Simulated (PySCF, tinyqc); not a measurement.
Worked calculation: RHF in the sto-6g basis, for BH, spin multiplicity 1. The lowest restricted solution is unstable here: a spin-polarised one lies 0.0077 hartree lower (PySCF). One step of it, computed by the program tinyqc.

Problem. Orthogonalisation. S = U s U^T; symmetric (Loewdin) form X = U s^(-1/2) U^T, so that X^T S X = 1.

overlap S:
```
           1B 1s     1B 2s    1B 2px    1B 2py    1B 2pz     2H 1s
1B 1s   1.000000  0.264891  0.000000  0.000000  0.000000  0.032115
1B 2s   0.264891  1.000000  0.000000  0.000000  0.000000  0.318741
1B 2px  0.000000  0.000000  1.000000  0.000000  0.000000  0.000000
1B 2py  0.000000  0.000000  0.000000  1.000000  0.000000  0.000000
1B 2pz  0.000000  0.000000  0.000000  0.000000  1.000000  0.363507
2H 1s   0.032115  0.318741  0.000000  0.000000  0.363507  1.000000
```

Give: eigenvalues of S; X.

Solution.

eigenvalues of S: 0.492  0.803  1.000  1.000  1.174  1.531

X:
```
         1B 1s   1B 2s  1B 2px  1B 2py  1B 2pz   2H 1s
1B 1s    1.029  -0.145   0.000   0.000  -0.007   0.021
1B 2s   -0.145   1.077   0.000   0.000   0.054  -0.193
1B 2px   0.000   0.000   1.000   0.000   0.000   0.000
1B 2py   0.000   0.000   0.000   1.000   0.000   0.000
1B 2pz  -0.007   0.054   0.000   0.000   1.060  -0.215
2H 1s    0.021  -0.193   0.000   0.000  -0.215   1.107
```
